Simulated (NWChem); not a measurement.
trifluoromethane (CHF3); SMILES FC(F)F

```xyz
5

F      0.8805     0.8805    -0.1260
C      0.0000     0.0000     0.3340
F      0.3223    -1.2028    -0.1260
F     -1.2028     0.3223    -0.1260
H      0.0000     0.0000     1.4372
```
Atoms are numbered in this order, from 1.

Results from NWChem. Coordinates come from a PBE0/def2-SVP optimisation. Level: PBE0/def2-SVP with COSMO at NWChem's default radii, gas-phase geometry; the question gives the dielectric constant.

**Question.** What does the run give for dielectric constant 7.6? Quantities: electrostatic solvation energy (kcal/mol); dipole in solution (D).

**Answer.** 
- electrostatic solvation energy (kcal/mol) = -2.2
- dipole in solution (D) = 1.73
